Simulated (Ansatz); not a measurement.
Isolated molecules relaxed with PBE0-D4/def2-TZVP in Ansatz; ΔE leaves out vibrations. CCSD(T)/CBS is the MP2 limit (def2-TZVPP, def2-QZVPP) plus CCSD(T) − MP2 in def2-TZVPP, frozen cores. This one scheme is used for every species. DFT in def2-TZVPP. B3LYP here is the variant with VWN-RPA as its local correlation; programs differ in this. Each species was taken in one conformer, which may not be the lowest.

Consider the substitution at a C–C bond: `CCSS` + H–F → `FCSS` + CH₄.

```
             level  ΔE (kcal/mol)  difference from CCSD(T)/CBS
         revPBE-D4            8.4                         -2.9
         r2SCAN-D4            6.9                         -4.4
          B3LYP-D4            7.0                         -4.3
        r2SCANh-D4            7.5                         -3.8
          BHLYP-D4            7.7                         -3.6
            B2PLYP            7.5                         -3.8
          PBE-QIDH           10.6                         -0.7
              BLYP            3.3                         -8.0
            r2SCAN            6.5                         -4.8
             B3LYP            5.0                         -6.3
         CAM-B3LYP            5.5                         -5.8
     CCSD/def2-SVP            8.4                         -2.9
  CCSD(T)/def2-SVP            8.5                         -2.8
     HF/def2-TZVPP            5.6                         -5.7
CCSD(T)/def2-TZVPP           10.3                         -1.0
    MP2/def2-QZVPP           13.3                          2.0
       CCSD(T)/CBS           11.3                            0
```

Problem. What do rigid-rotor, harmonic-oscillator terms from PBE0-D4/def2-TZVP frequencies (298.15 K, 1 bar) make of the CCSD(T)/CBS value? (An estimate is asked.)

Solution. Ansatz gave: ΔZPE = -0.2 kcal/mol, ΔH = +11.0 kcal/mol, ΔS = 2 J/(mol·K), ΔG = +10.8 kcal/mol.

Largest T1 diagnostic among the species: 0.012.

From r2SCAN to r2SCAN0 (25 % exact exchange), in def2-TZVPP and without D4, ΔE moves by +1.6 kcal/mol. At CCSD(T), def2-SVP lies −2.7 kcal/mol from the extrapolated value and def2-TZVPP −1.0 kcal/mol. The D4 term adds +1.9 kcal/mol with B3LYP and +1.1 kcal/mol with PBE0; it sums over pairs of atoms, weighted by their polarisabilities, and B3LYP, whose exchange is more repulsive, gets the larger term.
